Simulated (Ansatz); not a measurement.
**O2 (oxygen): methods side by side**

O2 has 2 atoms, charge 0, and is taken as a triplet. SMILES: `O=O`. Geometry: optimised at PBE0/def2-SVP.

```xyz
2

O     0.5076   -0.1642    0.2614
O    -0.5076    0.1642   -0.2614
```

Each level gives the adiabatic ionisation energy (to the doublet cation, shapes relaxed at PBE0/def2-SVP, no zero-point term) (eV). The values are calculated.

```tsv
level	kind	program	value (eV)
UHF/def2-TZVPP	Hartree–Fock	Ansatz	12.03
USVWN5/def2-TZVPP	LDA	Ansatz	12.33
UBLYP/def2-TZVPP	GGA	Ansatz	12.23
U-r2SCAN/def2-TZVPP	meta-GGA	Ansatz	12.44
UPBE0-D4/def2-TZVPP	global hybrid	Ansatz	12.38
UCAM-B3LYP/def2-TZVPP	range-separated hybrid	Ansatz	12.53
UB2PLYP/def2-TZVPP	double hybrid	Ansatz	12.17
RPA@PBE/def2-TZVPP	RPA	Ansatz	12.08
UCCSD(T)/def2-TZVPP	coupled cluster or CI	Ansatz	11.96
```

The values span 11.96 to 12.53 eV. Spin contamination of the reference (⟨S²⟩ at least 0.1 too high) touches UHF/def2-TZVPP, UCCSD(T)/def2-TZVPP. The coupled-cluster rows rest on a doubtful reference here (large T1 or Brueckner and Hartree–Fock orbitals at odds), and rows may lie in different states.
